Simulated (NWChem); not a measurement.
**Correlation energy of O2 (-1)**

```
O
O 1 1.3211
```
Charge -1, spin multiplicity 2.

All runs are NWChem calculations. All single points use one geometry, from UPBE0/def2-SVP, a minimum by its harmonic frequencies.

Basis set: aug-cc-pVTZ. Each correlation energy counts from its own Hartree-Fock reference.

The correlated methods keep 2 core orbitals frozen. The structure started from a generated list of species. The unpaired electrons of the parent sit in orbitals of symmetry b3g (D2h labels of the run); other states weren't searched. The anion's geometry comes from a basis without diffuse functions. The stability of the SCF solutions was not checked. Open-shell Hartree-Fock references start from PBE0 orbitals. Coupled-cluster values serve here as a point of comparison, not as the truth.

Problem. Order these methods by the correlation energy they give, lowest first: UMP2, CCSD(T) on ROHF, SCS-UMP2, CCSD on ROHF, CCSD[T] on ROHF.

Solution. CCSD[T] on ROHF (-519.4 mHa), CCSD(T) on ROHF (-518.5 mHa), CCSD on ROHF (-495.5 mHa), UMP2 (-482.8 mHa), SCS-UMP2 (-467.4 mHa)
